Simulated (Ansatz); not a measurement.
A made-up structure of BSiH₅O, singlet:

O1  (-1.379, 0.227, -1.187)
B2  (-0.322, 0.652, -0.461)
Si3  (0.657, -0.661, 0.734)
H4  (-1.781, 0.917, -1.723)
H5  (-1.554, -0.713, -1.346)
H6  (0.612, -0.181, 2.145)
H7  (2.095, -0.719, 0.341)
H8  (0.101, -2.041, 0.688)
(Å)

It is relaxed with PBE-D4/def2-SVP and then PBE0-D4/def2-TZVP (Ansatz 0.2.0). Atoms count as bonded within 1.22 times the sum of their covalent radii (H–H: 0.88 Å). The end point is not checked to be a true minimum.

(1) Does its bonding change? (A judgement: the text doesn't fix the answer.)

Answers

(1) The calculation gives: No: no bond forms or breaks.

Where it ends: The first stage lowers the energy by 0.61 eV in 17 steps. It ends as BSiH₅O ([OH2][B][SiH3]):
```
8
angstrom
O -1.2738 0.1628 -1.1503
B -0.1816 0.9748 -0.4297
Si 0.6598 -0.5445 0.6932
H -1.8422 0.6390 -1.7634
H -1.4803 -0.8019 -1.0719
H 0.5531 -0.3227 2.1632
H 2.0918 -0.7982 0.3671
H -0.0992 -1.8286 0.3830
```

Labels in which every atom is bracketed show which atoms are joined, not bond orders.

For scale, one of the runs: PBE0-D4/def2-TZVP relaxation, 129 basis functions, launched by `ansatz run in.yaml --threads 2 --pin off --events-out ev --progress --plain --max-ram 4352MiB`. Hardware: 2 CPU threads of an Arm Neoverse V2, shared host. Wall time about 22 s.
